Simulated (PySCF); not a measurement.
Species: CH5BS.
SMILES: `BSC`

The closed-shell ground state was solved at several levels (PySCF, density fitting, gas phase, non-relativistic). One conformer (not necessarily the lowest) at the PBE0-D3(BJ)/def2-SVP geometry, without solvent, vibrations or thermal averaging.

```tsv
level	basis functions	total energy (Eh)	HOMO (eV)	LUMO (eV)	gap (eV)	dipole (D)
wB97X-D/def2-SVPD	107	-463.9758	-9.70	0.74	10.44	1.74
PBE0/pcSseg-1	83	-463.9065	-7.91	-1.10	6.81	1.76
```

(1) What might mPW1PW91/pcSseg-2 (185 basis functions) give for the same quantities?

(2) Over all these levels, which gives the widest orbital gap and which the narrowest?

(3) How far do the dipole and the HOMO energy spread over the levels?

Answers

(1) Total energy -464.2140 Eh, HOMO -7.87 eV, LUMO -1.14 eV, gap 6.73 eV, dipole 1.75 D.

(2) wB97X-D/def2-SVPD (range-separated hybrid) has the widest, 10.44 eV, and mPW1PW91/pcSseg-2 (global hybrid, 25 % exact exchange) the narrowest, 6.73 eV. Functional and basis both differ between the two, so the spread mixes both effects.

(3) The dipole runs from 1.74 to 1.76 D (mean 1.75 D) and the HOMO from -9.70 to -7.87 eV.

The pairwise dispersion term of wB97X-D wasn't added to the energies; at a given geometry it leaves orbitals and properties as they are.
